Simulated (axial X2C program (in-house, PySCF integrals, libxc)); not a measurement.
**MgH: computed against measured constants**

Computed with an in-house relativistic program for diatomic molecules. Spin-free means the one-electron spin-free X2C Hamiltonian; two-component (2c) means X2C with spin–orbit coupling and atomic mean-field two-electron Coulomb and Gaunt terms, so the difference of the two also holds small scalar two-electron terms. Basis: Mg dyall-cv3z [9s8p6d3f], H dyall-v3z [6s2p1d] (cores contracted in-house); Gaussian nuclei, density fitting, unrestricted open shells. Masses: Mg 23.985 u, H 1.008 u.

```
Hamiltonian    level  Re (Å)  ωe (cm⁻¹)  ωexe (cm⁻¹)  De (eV)
  spin-free     PBE0   1.739     1468.7         29.1     1.42
  spin-free       HF   1.731     1545.3         27.6     1.18
  spin-free      MP2   1.726     1557.7         22.3     1.38
  spin-free     CCSD   1.738     1492.5           30     1.39
  spin-free  CCSD(T)   1.739     1489.4           30     1.40
  spin-free     PW91   1.749     1424.4         29.9     1.43
         2c     PBE0   1.739     1468.5         29.1     1.42
         2c       HF   1.731     1545.1         27.6     1.18
         2c      MP2   1.726     1557.5         22.3     1.38
         2c     CCSD   1.738     1492.3           30     1.39
         2c  CCSD(T)   1.739     1489.3           30     1.40
         2c     PW91   1.749     1424.2         29.9     1.43
```

De refers to Mg + H.

Correlated methods: 3 electrons correlated (number of frozen shells: Mg 2 s, 1 p; H none), 175 virtual spin orbitals or spinors in MP2, 46 natural virtuals in coupled cluster.

Measured (Huber and Herzberg, Constants of Diatomic Molecules, 1979; state 2Σ+): Re (Å) 1.7297, ωe (cm⁻¹) 1495.2, ωexe (cm⁻¹) 31.889.

Q: Work out the error of each level, computed minus measured.

A: 

```json
{"Hamiltonian": "spin-free", "level": "PBE0", "Re (Å)": "0.009", "ωe (cm⁻¹)": "-26.5", "ωexe (cm⁻¹)": "-2.79"}
{"Hamiltonian": "spin-free", "level": "HF", "Re (Å)": "0.001", "ωe (cm⁻¹)": "50.1", "ωexe (cm⁻¹)": "-4.29"}
{"Hamiltonian": "spin-free", "level": "MP2", "Re (Å)": "-0.004", "ωe (cm⁻¹)": "62.5", "ωexe (cm⁻¹)": "-9.59"}
{"Hamiltonian": "spin-free", "level": "CCSD", "Re (Å)": "0.008", "ωe (cm⁻¹)": "-2.7", "ωexe (cm⁻¹)": "-1.89"}
{"Hamiltonian": "spin-free", "level": "CCSD(T)", "Re (Å)": "0.009", "ωe (cm⁻¹)": "-5.8", "ωexe (cm⁻¹)": "-1.89"}
{"Hamiltonian": "spin-free", "level": "PW91", "Re (Å)": "0.019", "ωe (cm⁻¹)": "-70.8", "ωexe (cm⁻¹)": "-1.99"}
{"Hamiltonian": "2c", "level": "PBE0", "Re (Å)": "0.009", "ωe (cm⁻¹)": "-26.7", "ωexe (cm⁻¹)": "-2.79"}
{"Hamiltonian": "2c", "level": "HF", "Re (Å)": "0.001", "ωe (cm⁻¹)": "49.9", "ωexe (cm⁻¹)": "-4.29"}
{"Hamiltonian": "2c", "level": "MP2", "Re (Å)": "-0.004", "ωe (cm⁻¹)": "62.3", "ωexe (cm⁻¹)": "-9.59"}
{"Hamiltonian": "2c", "level": "CCSD", "Re (Å)": "0.008", "ωe (cm⁻¹)": "-2.9", "ωexe (cm⁻¹)": "-1.89"}
{"Hamiltonian": "2c", "level": "CCSD(T)", "Re (Å)": "0.009", "ωe (cm⁻¹)": "-5.9", "ωexe (cm⁻¹)": "-1.89"}
{"Hamiltonian": "2c", "level": "PW91", "Re (Å)": "0.019", "ωe (cm⁻¹)": "-71.0", "ωexe (cm⁻¹)": "-1.99"}
```

One determinant describes the state; a PBE0 search over occupations chose it and may have missed a lower one. De is counted from the lowest determinant-based energies of the atoms at the same level, without counterpoise correction. Density functionals use the spin component along the axis (collinear). CCSD and (T) use frozen natural virtuals with an MP2 correction for the truncation; (T) itself is uncorrected, so its De runs slightly low.
